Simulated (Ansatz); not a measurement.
# Other spins and charges of GeAsH3 (H-bridged), singlet at one geometry

Geometry (PBE0/def2-TZVP stationary point for this spin, not checked as a minimum):

| atom | x (Å) | y (Å) | z (Å) |
| --- | --- | --- | --- |
| Ge | -0.0184 | 0.0000 | 1.1160 |
| As | -0.0047 | 0.0000 | -1.1350 |
| H | 1.3379 | 0.0000 | -0.1370 |
| H | 0.1701 | 1.2375 | 2.0381 |
| H | 0.1701 | -1.2375 | 2.0381 |

Basis cc-pVDZ; Ansatz 0.2.0. Only valence electrons are correlated (noble-gas cores and the filled d shells of p-block atoms frozen). Prefix R: restricted or restricted open-shell reference; prefix U: unrestricted. Active spaces: valence = (12e, 11o) chosen from the atoms' valence shells. No spin–orbit coupling is included, and no scalar relativity.

Gaps are energies of the second state less the first, at fixed atoms, for a selection of the levels run; each method lands on the state that its own search finds for that charge and spin.

Removing an electron, to the doublet: 7.209 eV at UCCSDT(Q).

```json
{"level": "UHF", "gap (eV)": "6.462", "error (meV)": "-747"}
{"level": "UMP2", "gap (eV)": "7.236", "error (meV)": "27"}
{"level": "CISD", "gap (eV)": "7.063", "error (meV)": "-146"}
{"level": "UCCSD", "gap (eV)": "7.168", "error (meV)": "-41"}
{"level": "UCCSD(T)", "gap (eV)": "7.209", "error (meV)": "0"}
{"level": "BCCD(T)", "gap (eV)": "7.211", "error (meV)": "2"}
{"level": "UCCSDT", "gap (eV)": "7.205", "error (meV)": "-4"}
{"level": "CASSCF (valence space)", "gap (eV)": "6.503", "error (meV)": "-706"}
{"level": "NEVPT2 (valence space)", "gap (eV)": "7.099", "error (meV)": "-110"}
{"level": "MRCISD (valence space)", "gap (eV)": "7.128", "error (meV)": "-81"}
{"level": "MRCISD+Q (valence space)", "gap (eV)": "7.213", "error (meV)": "4"}
{"level": "PBE", "gap (eV)": "7.400", "error (meV)": "191"}
{"level": "r2SCAN", "gap (eV)": "7.429", "error (meV)": "220"}
{"level": "PBE0", "gap (eV)": "7.431", "error (meV)": "222"}
{"level": "B3LYP", "gap (eV)": "7.457", "error (meV)": "248"}
{"level": "wB97M-V", "gap (eV)": "7.407", "error (meV)": "198"}
{"level": "B2PLYP", "gap (eV)": "7.340", "error (meV)": "131"}
{"level": "RPA-PBE", "gap (eV)": "7.409", "error (meV)": "200"}
```

Triplet less singlet: 1.019 eV at UCCSDT(Q).

```json
{"level": "UHF", "gap (eV)": "0.659", "error (meV)": "-360"}
{"level": "CISD", "gap (eV)": "0.984", "error (meV)": "-35"}
{"level": "UCCSD", "gap (eV)": "0.997", "error (meV)": "-22"}
{"level": "BCCD(T)", "gap (eV)": "1.027", "error (meV)": "8"}
{"level": "UCCSDT", "gap (eV)": "1.016", "error (meV)": "-3"}
{"level": "MRCISD (valence space)", "gap (eV)": "1.059", "error (meV)": "40"}
{"level": "PBE", "gap (eV)": "0.885", "error (meV)": "-134"}
{"level": "B3LYP", "gap (eV)": "0.976", "error (meV)": "-43"}
{"level": "wB97M-V", "gap (eV)": "1.026", "error (meV)": "7"}
{"level": "B2PLYP", "gap (eV)": "1.029", "error (meV)": "10"}
```

In so small a basis the reference is far from its limit while semilocal and hybrid functionals are nearer theirs (RPA and double hybrids share part of the reference's basis error), so the functionals' errors here hold much of the reference's basis and frozen-core error, which can add to them or hide them.

Full CI isn't at hand for all of this; UCCSDT(Q) serves as the reference, and is uncertain by the last step of the cluster series or more. The frozen core follows each run's orbitals, which can shift R against U totals by a few meV for light atoms and by up to 0.1 eV past Ca.
